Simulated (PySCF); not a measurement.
What does the GFN2-xTB structure of `CCC1([S-])CC1` look like in three dimensions? (Charge -1.)

```xyz
15
C5H9S angstrom
C      1.916   -0.373   -0.252
C      0.670    0.376   -0.707
C     -0.360    0.435    0.409
S      0.171    1.351    1.837
C     -1.238   -0.777    0.583
C     -1.809    0.486   -0.002
H      2.712   -0.317   -0.996
H      2.257    0.074    0.679
H      1.681   -1.421   -0.064
H      0.946    1.401   -0.973
H      0.241   -0.105   -1.597
H     -1.538   -1.047    1.586
H     -1.102   -1.627   -0.078
H     -2.063    0.490   -1.058
H     -2.489    1.061    0.611
```

Any rigid rotation of these coordinates is as good. Atoms count from 1 in this order. The 3-membered ring C3–C5–C6 has internal angles of 59.9° to 60.1°. Of the pairs four or more bonds apart, S4···H8 is among the closest relative to their van der Waals radii: 2.71 Å, 90 % of the sum of Bondi's values.

Bonds between heavy atoms (Å): C1–C2 1.523, C2–C3 1.520, C3–S4 1.778, C3–C5 1.507, C5–C6 1.504, C3–C6 1.507.

The geometry is computed with GFN2-xTB (gas phase).

Point group: C1 (no symmetry element, even within 0.4 Å). Stationary, but not proved a minimum. Torsions: C1–C2–C3–S4 64°.

One conformer stands for the species.
